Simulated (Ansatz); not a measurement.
# CHClF2O: how energies converge with the basis set

An exercise on one series of results from a longer session: the logs are not shown, and one member is left open.

The runs use Ansatz 0.2.0, Gaussian basis; one geometry, several basis sets.

Levels to be run: PBE0-D4/def2-SVP; ωB97M-V/def2-SVP; PBE0-D4/def2-QZVPP; ωB97M-V/def2-QZVPP; the functionals' def2-TZVPP values are taken from earlier runs.

## The geometry

An earlier PBE0-D4 in a triple-zeta def2 set relaxation fixed the geometry.

SMILES `OC(F)(F)Cl`, 6 atoms, charge 0, spin multiplicity 1.

Atoms are counted from 1 here; the program's logs count them from 0.

Bond lengths: O1–C2 1.342 Å, O1–H6 0.967 Å, C2–F3 1.344 Å, C2–F4 1.344 Å, C2–Cl5 1.755 Å. Angles: C2–O1–H6 108.3°, O1–C2–F3 111.6°, O1–C2–F4 111.6°, O1–C2–Cl5 109.0°, F3–C2–F4 105.8°, F3–C2–Cl5 109.4°, F4–C2–Cl5 109.4°.

Set-up of the first run:

File in.yaml:

```yaml
crystal:
  periodic: [false, false, false]
  atoms:
    - {symbol: O, position_ang: [0.108717, 0.330710, 1.041256]}
    - {symbol: C, position_ang: [0.025461, 0.014403, -0.260606]}
    - {symbol: F, position_ang: [-1.234487, -0.290437, -0.615378]}
    - {symbol: F, position_ang: [0.761149, -1.071462, -0.553581]}
    - {symbol: Cl, position_ang: [0.588076, 1.375689, -1.215667]}
    - {symbol: H, position_ang: [-0.206816, -0.422902, 1.557776]}
basis:
  gaussian: {orbitals: def2-SVP}
hamiltonian: {xc: pbe0, dispersion: d4}
output: {orbitals: {seedname: orbitals}}
```

Command:

```console
$ ansatz run in.yaml --threads 2 --pin off --events-out ev --progress --plain --max-ram 4352MiB
```

Steps of the session up to this table: PBE0-D4 in def2-SVP; ωB97M-V in def2-SVP; PBE0-D4 in def2-QZVPP; ωB97M-V in def2-QZVPP.

One table of the session follows, with a row left open; its other results are not shown here.

It belongs to the step «Density functionals: the series». 

| functional | basis | HOMO (eV) | LUMO (eV) |
| --- | --- | --- | --- |
| PBE0-D4 | def2-SVP | -9.39 | 0.94 |
| PBE0-D4 | def2-TZVPP | -9.59 | 0.25 |
| PBE0-D4 | def2-QZVPP | -9.63 | 0.00 |
| ωB97M-V | def2-SVP | -11.70 | 2.88 |
| ωB97M-V | def2-TZVPP | ? | ? |
| ωB97M-V | def2-QZVPP | -12.00 | 1.46 |

Estimate the missing values for ωB97M-V, def2-TZVPP.

As computed: HOMO (eV): -11.94; LUMO (eV): 2.04. In the column «HOMO (eV)» it lies between ωB97M-V, def2-QZVPP (-12.00) and ωB97M-V, def2-SVP (-11.70).
